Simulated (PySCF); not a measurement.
Level of theory: PBE-D3(BJ)/def2-TZVP // B3LYP-D3(BJ)/def2-TZVP (PySCF). Isolated molecules, 0 K electronic values unless said otherwise. One relaxed conformer stands for a flexible species; it need not be the lowest. 

Reference species (SMILES): `[CH2]O` (neutral, multiplicity 2).

The highest occupied spin orbital comes out as -3.71 eV.

Changed species: `[CH](C)O` (C–C–O–H torsion 177°) (radical fragment; the reference has radical fragment).

Give the shifts of the highest occupied spin orbital.

the highest occupied spin orbital increases by 0.32 eV, to -3.39 eV.
